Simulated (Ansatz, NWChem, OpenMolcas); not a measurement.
## BH3 (borane): methods side by side

The species is BH3 (4 atoms), meant as a singlet with charge 0. SMILES: `B`. Geometry: relaxed at PBE0-D4/def2-TZVP.

Quantity: the vertical energy of the triplet above the singlet, in eV. The values are calculated.

```csv
level,kind,program,value (eV),CPU time (all runs)
GM06-L/cc-pVDZ-DK (ZORA-SO),meta-GGA,NWChem,0.00,12 s
wB97X/Sapporo-DZP,range-separated hybrid,Ansatz,5.45,4.3 s
wB97X/Sapporo-TZP,range-separated hybrid,Ansatz,5.45,9.2 s
wB97X/Sapporo-QZP,range-separated hybrid,Ansatz,5.45,19 s
B2GP-PLYP/aug-cc-pVDZ,double hybrid,Ansatz,5.42,1.9 s
"CASPT2(2,2)/3-21G",multireference,OpenMolcas,5.62,3.2 s
"CASPT2(2,2)/6-31G",multireference,OpenMolcas,5.67,3.6 s
"CASPT2(6,7)/3-21G",multireference,OpenMolcas,5.49,4 s
"CASPT2(6,7)/6-31G",multireference,OpenMolcas,5.54,5 s
"CASSCF(2,2)/3-21G",multireference,OpenMolcas,5.64,4.1 s
```

The values span 0.00 to 5.67 eV. A triplet this far above the singlet is often a Rydberg-like or dissociative state; sets without diffuse functions put Rydberg states too high. Times are those of the runs behind each value, whatever else they computed, on shared processors of several kinds: orders of magnitude only.
